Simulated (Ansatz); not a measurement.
# A ladder of methods for SiCl2 (SMILES Cl[Si]Cl)

The species is SiCl2 (3 atoms), meant as a singlet with charge 0. As SMILES, `Cl[Si]Cl`. Geometry: relaxed at PBE0-D4/def2-TZVP.

```xyz
3

Cl    0.2938    1.6038    0.3380
Si   -0.7701   -0.0104   -0.4220
Cl    0.4763   -1.5934    0.0840
```

Quantity: the energy change with the Cl1–Si2 bond stretched from 2.077 to 2.597 Å, in eV. The values are calculated.

| level | kind | program | value (eV) | less FCI/STO-3G | CPU time (all runs) |
| --- | --- | --- | --- | --- | --- |
| SVWN5/STO-3G (restricted) | LDA | Ansatz | 1.15 | -0.01 | 1.8 s |
| BLYP/STO-3G (restricted) | GGA | Ansatz | 0.85 | -0.31 | 2.6 s |
| r2SCAN/STO-3G (restricted) | meta-GGA | Ansatz | 1.05 | -0.11 | 6.3 s |
| r2SCAN0/STO-3G (restricted) | hybrid meta-GGA | Ansatz | 1.23 | +0.07 | 6.3 s |
| CAM-B3LYP/STO-3G (restricted) | range-separated hybrid | Ansatz | 1.25 | +0.09 | 3 s |
| B2PLYP/STO-3G (restricted) | double hybrid | Ansatz | 1.14 | -0.02 | 3.8 s |
| BCCD(T)/STO-3G (restricted) | coupled cluster or CI | Ansatz | 1.16 | 0.00 | 0.75 s |
| CCSDTQ/STO-3G (restricted) | coupled cluster or CI | Ansatz | 1.15 | -0.01 | 26 s |
| FCI/STO-3G | exact in the basis | Ansatz | 1.16 | 0.00 | 0.99 s |

FCI/STO-3G is exact within its basis and frozen core, so for wave-function methods in that basis the difference is their error; functionals converge differently with the basis, so for them it is only a difference. The first shape isn't each level's own minimum. The values span 0.85 to 1.25 eV. All rows use very small basis sets, so even the best lies far from the true value. CPU times are rough (shared hosts, several kinds of processor): they show what a rung costs within a factor of a few.
